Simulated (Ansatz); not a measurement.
Reaction (isomerisation): `C/C=C/CF` → `C/C=C(/C)F`

Gas-phase electronic energies from Ansatz, PBE0-D4/def2-TZVP geometries. CCSD(T)/CBS is the MP2 limit (def2-TZVPP, def2-QZVPP) plus CCSD(T) − MP2 in def2-TZVPP, frozen cores. Double bonds are as drawn, so ΔE can hold a change between cis and trans. DFT in def2-TZVPP. B3LYP here is the variant with VWN-RPA as its local correlation; programs differ in this. HSE06 is defined as in plane-wave codes. Each species was taken in one conformer, which may not be the lowest.

```
             level  ΔE (kcal/mol)  difference from CCSD(T)/CBS
       LDA (SPW92)           -8.9                         -2.8
            PBE-D4           -7.6                         -1.5
         revPBE-D4           -7.4                         -1.3
           BLYP-D4           -6.8                         -0.7
         r2SCAN-D4           -7.7                         -1.6
            B97M-V           -7.6                         -1.5
          B3LYP-D4           -6.6                         -0.5
        r2SCANh-D4           -7.5                         -1.4
        r2SCAN0-D4           -7.3                         -1.2
          HSE06-D4           -7.2                         -1.1
          BHLYP-D4           -6.0                          0.1
      CAM-B3LYP-D4           -6.7                         -0.6
           ωB97X-V           -6.6                         -0.5
           ωB97M-V           -6.8                         -0.7
            B2PLYP           -6.4                         -0.3
          PBE-QIDH           -6.8                         -0.7
               PBE           -7.5                         -1.4
            revPBE           -7.2                         -1.1
              BLYP           -6.6                         -0.5
            r2SCAN           -7.7                         -1.6
              PBE0           -7.1                         -1.0
             B3LYP           -6.4                         -0.3
           r2SCANh           -7.5                         -1.4
           r2SCAN0           -7.3                         -1.2
             HSE06           -7.1                         -1.0
             BHLYP           -5.9                          0.2
         CAM-B3LYP           -6.6                         -0.5
           LC-ωPBE           -7.3                         -1.2
RPA@PBE/def2-TZVPP           -5.5                          0.6
       HF/def2-SVP           -4.8                          1.3
      MP2/def2-SVP           -7.2                         -1.1
  CCSD(T)/def2-SVP           -6.6                         -0.5
     HF/def2-TZVPP           -4.6                          1.5
SCS-MP2/def2-TZVPP           -5.9                          0.2
   CCSD/def2-TZVPP           -5.8                          0.3
CCSD(T)/def2-TZVPP           -6.1                          0.0
     HF/def2-QZVPP           -4.6                          1.5
    MP2/def2-QZVPP           -6.5                         -0.4
SCS-MP2/def2-QZVPP           -5.9                          0.2
      HF/CBS(def2)           -4.6                          1.5
       CCSD(T)/CBS           -6.1                            0
```

Largest T1 diagnostic among the species: 0.011.

From BLYP to BHLYP (50 % exact exchange), in def2-TZVPP and without D4, ΔE moves by +0.7 kcal/mol. Leaving LDA and LC-ωPBE aside and taking each functional with its dispersion term where it has one, the values spread over 1.7 kcal/mol, from r2SCAN-D4 to BHLYP-D4. LDA lies −1.4 kcal/mol from PBE without D4. In def2-TZVPP, CCSD(T) changes the Hartree–Fock value by −1.5 kcal/mol (the triples alone add −0.3 kcal/mol) and MP2 by −1.9 kcal/mol.
